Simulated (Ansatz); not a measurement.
# Si2H4+ (quartet): the correlation ladder, cc-pVDZ

Aim: climb from Hartree-Fock through coupled cluster for Si2H4+ (quartet) at one geometry and basis, and see what each rung misses.

Computed with Ansatz 0.2.0, Gaussian basis. Level: cc-pVDZ, core rule «outside noble gas», up to 10 orbitals frozen.

Plan: UHF; CCSD(T) on ROHF; CCSD(T) on UHF; BCCD(T) on ROHF; CISD; CCSDT(Q) on ROHF; CCSDT(Q) on UHF.

26 further runs of the same task are left out: 10 that didn't finish, 16 set aside as unsound or not needed.

## 1. What is computed

The geometry is a PBE0/def2-TZVP stationary point (not a proven minimum) of the parent state, kept for this charge and spin.

6 atoms, charge 1, spin multiplicity 4.

Atoms are counted from 1 here; the program's logs count them from 0.

Bond lengths: Si1–Si2 2.317 Å, Si1–H3 1.489 Å, Si1–H4 1.485 Å, Si1–H5 1.489 Å, Si2–H6 1.492 Å. Angles: Si2–Si1–H3 111.5°, Si2–Si1–H4 106.9°, Si2–Si1–H5 111.5°, H3–Si1–H4 109.1°, H3–Si1–H5 108.6°, H4–Si1–H5 109.1°, Si1–Si2–H6 122.5°.

Geometry (Å):

```xyz
6

Si    0.0000   -0.0423    1.1069
Si    0.0000    0.0877   -1.2063
H     1.2091   -0.7474    1.6139
H     0.0000    1.3526    1.6175
H    -1.2091   -0.7474    1.6139
H     0.0000   -1.1242   -2.0764
```

## 2. UHF

File in.yaml:

```yaml
crystal:
  periodic: [false, false, false]
  atoms:
    - {symbol: Si, position_ang: [0.000000, -0.042283, 1.106932]}
    - {symbol: Si, position_ang: [0.000000, 0.087730, -1.206301]}
    - {symbol: H, position_ang: [1.209065, -0.747364, 1.613865]}
    - {symbol: H, position_ang: [0.000001, 1.352573, 1.617487]}
    - {symbol: H, position_ang: [-1.209066, -0.747363, 1.613865]}
    - {symbol: H, position_ang: [-0.000001, -1.124200, -2.076363]}
basis:
  gaussian: {orbitals: cc-pVDZ}
total_charge: 1
magnetization: {spin_polarized: true, initial_magnetization: 3}
hamiltonian: {xc: hf}
output: {orbitals: {seedname: orbitals}}
```

Run with:

```bash
$ ansatz run in.yaml --threads 1 --pin off --events-out ev --progress --plain --max-ram 2393MiB
```

After this run come: CCSD(T) on ROHF; CCSD(T) on UHF; BCCD(T) on ROHF; CISD; CCSDT(Q) on ROHF; CCSDT(Q) on UHF.

Q: Predict the results of all the runs planned. Wanted: UCCSDT(Q) below the RHF energy; RMP2 from UCCSDT(Q); UMP2 from UCCSDT(Q); RCCSD from UCCSDT(Q); RCCSD(T) from UCCSDT(Q); UCCSD(T) from UCCSDT(Q); RCCSDT(Q) from UCCSDT(Q); T1 diagnostic.

**Answer**, as computed:

```
                         quantity                      value
   UCCSDT(Q) below the RHF energy                 -5.5607 eV
              RMP2 from UCCSDT(Q)                +1411.8 meV
              UMP2 from UCCSDT(Q)                +1398.8 meV
             RCCSD from UCCSDT(Q)                 +191.4 meV
          RCCSD(T) from UCCSDT(Q)                  +45.8 meV
          UCCSD(T) from UCCSDT(Q)                  +45.7 meV
         RCCSDT(Q) from UCCSDT(Q)                   +0.9 meV
levels within 1 kcal/mol (43 meV)  RCCSDT, UCCSDT, RCCSDT(Q)
                    T1 diagnostic                      0.033
```

What this shows: RCCSD(T) lands +45.8 meV from the yardstick (0.8 % of the correlation energy). These misses are within one basis, not against nature; the frozen cores of restricted and unrestricted runs differ, which can shift their rows.
